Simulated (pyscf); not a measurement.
A first-order saddle from PySCF, ωB97X-D3(BJ)/def2-SVP:

```
C
H 1 1.0912
H 1 1.0912 2 116.51
H 1 1.2277 2 118.38 3 -150.90
F 4 1.4572 1 82.70 2 75.16
Si 4 1.8370 1 72.77 2 -104.84
H 6 1.4955 4 87.99 1 -125.74
H 6 1.4956 7 108.36 4 87.21
```

Surface: singlet, charge 0. Lowest wavenumbers (cm⁻¹): 876i, 247, 352, 431, 452.

Q: Which two sides does it connect, and which bonds change?

A: HF + H₂C=SiH₂ <-> H₃C–F + SiH₂ [singlet], a concerted two-bond exchange read from left to right: F–H, C–Si broken and C–F, C–H formed. At CCSD(T)/def2-TZVPP + ΔMP2(QZVPP) it lies +2.43 eV from the left side and +1.30 eV from the right (each side as separated species at their lowest minima found). On the reactant side the descent ends in a complex, 0.29 eV under the separated species and 2.63 eV under the saddle at ωB97X-D3(BJ)/def2-TZVP. At ωB97X-D3(BJ) the barrier from the zero used here is 2.34 eV. One saddle was located; it need not be the lowest between these sides. The CCSD(T) − MP2 part came from Ansatz, without density fitting, on the same reference.
